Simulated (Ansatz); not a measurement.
# How the band gap of H₂Ti₆O₁₃ (C2/m, No. 12; cell taken from a computed entry) moves with the method

No measured value is used here.

```
level (code)     value (eV)
---------------  ----------
LDA (Ansatz)           2.96
PBEsol (Ansatz)        3.01
r²SCAN (Ansatz)           ?
```

### Question
Some entries are withheld; supply them.

### Answer

- r²SCAN (Ansatz, a first-principles code), value (eV): 3.41 (indirect)

Computed values are for a static lattice.  Values are at the PBEsol cell. Cutoffs differ between the levels. Ansatz's density-functional and Hartree–Fock values are scalar-relativistic unless marked +SOC, with PAW data made under PBE.
